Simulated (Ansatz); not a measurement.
A nudged elastic band was laid between two geometries of CH$_{5}$AlO (8 atoms, charge 0, multiplicity 1).

Theory: Ansatz, RKS PBE0-D4/def2-SVP.

```
movable images  : 9
climbing image  : yes
spring          : 5.0 eV/Å²
optimiser       : quadratic models (default)
start path      : through a guess of the saddle point
force threshold : 0.05 eV/Å
iteration limit : 60
end points      : relaxed
```

Image 0:

```xyz
8
Properties=species:S:1:pos:R:3
Al 0.574 -0.027 -0.079
C 1.000 -0.068 1.826
H 0.145 -0.329 2.470
H 1.806 -0.794 2.027
H 1.380 0.914 2.157
H 1.650 0.274 -1.203
O -0.995 -0.308 -0.690
H -1.782 -0.507 -0.182
```

Image 10:

```xyz
8
Properties=species:S:1:pos:R:3
Al -1.237 0.872 -1.618
C 1.598 -0.083 1.629
H 0.694 -0.145 1.008
H 1.614 -0.915 2.347
H 1.605 0.870 2.175
H 2.488 -0.141 0.987
O -1.427 -0.315 -0.432
H -1.557 -0.990 0.229
```

**Question.** What changes between the two ends?

**Answer.** Bonds broken: Al1–C2, Al1–H6. Bonds formed: C2–H6. CH5AlO becomes AlHO + CH4.

**Question.** Give the energies along the band, and the barrier.

**Answer.** It converged. The highest image is number 5 of 0 to 10, 334.8 kJ/mol above the first end and 288.2 kJ/mol above the last; the last end lies 46.6 kJ/mol above the first. Beside the main top the profile has a ripple of under 15 meV (maxima at images 1, 5), which may be a very shallow well or noise. A structure lower than the first end lies on the path between it and the top, so the climb from that side starts below the end, which may itself be a saddle point or a shallow side well. Neighbouring images differ by up to 3.2 eV, so the band resolves the path poorly. A vibrational analysis at the climbing image gives one clearly imaginary mode, 1427i cm⁻¹: a first-order saddle point. The orbitals stay closed-shell, which can raise the energy where a bond breaks towards radicals; this wasn't checked here.

| image | path coordinate (Å) | energy (kJ/mol) | Al1–C2 (Å) | Al1–H6 (Å) | C2–H6 (Å) |
| --- | --- | --- | --- | --- | --- |
| 0 | 0.00 | 0.0 | 1.95 | 1.58 | 3.12 |
| 1 | 1.17 | 0.5 | 1.95 | 1.58 | 3.13 |
| 2 | 2.33 | 0.3 | 1.95 | 1.58 | 3.13 |
| 3 | 3.50 | -2.0 | 1.94 | 1.59 | 3.13 |
| 4 | 4.66 | 30.2 | 1.91 | 1.56 | 2.79 |
| 5 | 5.83 | 334.8 | 2.16 | 1.58 | 1.73 |
| 6 | 6.91 | 71.9 | 3.00 | 2.29 | 1.11 |
| 7 | 7.98 | 49.5 | 3.73 | 3.18 | 1.10 |
| 8 | 9.06 | 48.2 | 3.93 | 3.65 | 1.10 |
| 9 | 10.14 | 46.6 | 4.35 | 4.39 | 1.10 |
| 10 | 11.21 | 46.6 | 4.41 | 4.66 | 1.10 |

**Question.** What is the geometry of the highest image?

**Answer.** 
```xyz
8
Properties=species:S:1:pos:R:3
Al 0.267 0.210 -0.365
C 1.157 0.018 1.598
H 0.296 0.380 2.191
H 1.223 -1.087 1.628
H 2.083 0.445 2.011
H 1.608 0.857 0.159
O -1.114 -0.773 -0.091
H -1.743 -0.896 -0.806
```

The band took 46 iterations and about 14 core-minutes.

Time of the run: 14 min on 1 thread of Arm Neoverse V1 (shared host), peak memory 0.13 GiB.
